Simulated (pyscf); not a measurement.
H₃C–CH₂–SeH (SMILES CC[SeH]) -> H₂Se (SMILES [SeH2]) + H₂C=CH₂ (SMILES C=C) (elimination; singlet surface; C–Se, C–H broken, H–Se formed). Optimised with ωB97X-D3(BJ)/def2-SVP in PySCF. MP2 and CC: frozen core, UHF for open shells. ΔMP2 is the change of the MP2 total energy from the triple- to the quadruple-zeta basis. Energies in kJ/mol from the reactant's lowest minimum found.

```json
[
 {"level": "PBE/def2-TZVP", "barrier": "238.6", "reaction energy": "+105.3"},
 {"level": "r²SCAN/def2-TZVP", "barrier": "256.3", "reaction energy": "+109.8"},
 {"level": "PBE0-D3(BJ)/def2-TZVP", "barrier": "___", "reaction energy": "+121.2"},
 {"level": "MP2/def2-QZVPP", "barrier": "286.8", "reaction energy": "+117.2"},
 {"level": "CCSD/def2-TZVPP", "barrier": "302.0", "reaction energy": "+101.0"},
 {"level": "CCSD(T)/def2-TZVPP", "barrier": "280.9", "reaction energy": "+102.3"},
 {"level": "CCSD(T)/def2-TZVPP + ΔMP2(QZVPP)", "barrier": "___", "reaction energy": "___"}
]
```

Q: Some entries are withheld; supply them.

A: 
- PBE0-D3(BJ)/def2-TZVP, barrier: 274.1
- CCSD(T)/def2-TZVPP + ΔMP2(QZVPP), barrier: 277.2
- CCSD(T)/def2-TZVPP + ΔMP2(QZVPP), reaction energy: +103.0

On the reactant side the descent ends in a point that may be a rotor saddle (no frequency run), 14.6 kJ/mol over the lowest minimum found and 291.1 kJ/mol under the saddle at ωB97X-D3(BJ)/def2-TZVP. At ωB97X-D3(BJ)/def2-TZVP the barrier from the zero used here is 305.7 kJ/mol. This is the saddle that the search found; another between the same sides may lie lower. The CCSD(T) − MP2 part came from Ansatz, without density fitting, on the same reference. The frozen core leaves the outer d or s,p core shells of the metals and heavy elements correlated in the MP2 and CC values, and def2-TZVPP describes them poorly, which can shift differences by a few kcal/mol. Elements up to Kr have no core potential and no relativistic terms here.
